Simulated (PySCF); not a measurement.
Method: PySCF 2.14.0 with PBE-D3(BJ)/def2-TZVP // TPSS-D3(BJ)/def2-SVP. Isolated molecules, 0 K electronic values unless said otherwise. 

Reference species (SMILES): `[OH]` (neutral, multiplicity 2).

```json
{
  "highest_occupied_spin_orbital": "-7.14 eV"
}
```

Changed species: `[CH3]` (free radical CH3; the reference has free radical OH).

Q: Predict the effect on the highest occupied spin orbital.

A: the highest occupied spin orbital goes up by 1.76 eV, to -5.38 eV.
